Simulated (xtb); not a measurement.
hydrogen chloride (ClH), SMILES Cl. All values are semi-empirical tight-binding results from xtb (GFN2-xTB unless named), good for trends rather than for accurate numbers. Geometry: GFN2-xTB.

Optimised geometry:

```xyz
2

Cl     0.0000     0.0000    -0.0709
H      0.0000     0.0000     1.2061
```
Charge 0, spin multiplicity 1.

```
Quantity                                         Value
---------------------------------------  -------------
point group as xtb finds it                        C∞v
orbital gap                                    9.18 eV
dipole moment                                   1.05 D
static polarisability (D4 model)            17.3 bohr³
solvation energy, GFN2-xTB/ALPB(water)   -7.9 kcal/mol
solvation energy, GFN2-xTB/ALPB(ch2cl2)  -2.1 kcal/mol
```

Computed atomic charges:
charges (e) Cl1 -0.33, H2 0.33.
